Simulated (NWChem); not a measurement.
## Correlation energy of CH3O

```
C
O 1 1.3547
H 1 1.1119 2 114.49
H 1 1.1123 3 110.68 2 -130.69
H 1 1.1191 3 105.72 4 -113.45
```
Charge 0, spin multiplicity 2.

Program: NWChem. The geometry was optimised at UB3LYP/def2-SVP, a minimum by its harmonic frequencies.

Basis set: cc-pVDZ. Each correlation energy counts from its own Hartree-Fock reference.

```
method           correlation energy (mHa)
---------------  ------------------------
SCS-UMP2                           -287.6
CCSD[T] on UHF                     -326.8
CCSD on UHF                        -319.5
CCSD[T] on ROHF                    -331.8
URI-MP2                            -288.0
CCSD on ROHF                       -324.2
UMP2                               -288.0
CCSD(T) on UHF                     -326.3
CCSD(T) on ROHF                    -331.3
```

The values span 44.2 mHa, from CCSD[T] on ROHF (lowest) to SCS-UMP2 (highest). 

The correlated methods keep 2 core orbitals frozen. The structure started from a generated list of species. The stability of the SCF solutions was not checked. Open-shell Hartree-Fock references start from PBE0 orbitals. Coupled-cluster values serve here as a point of comparison, not as the truth.
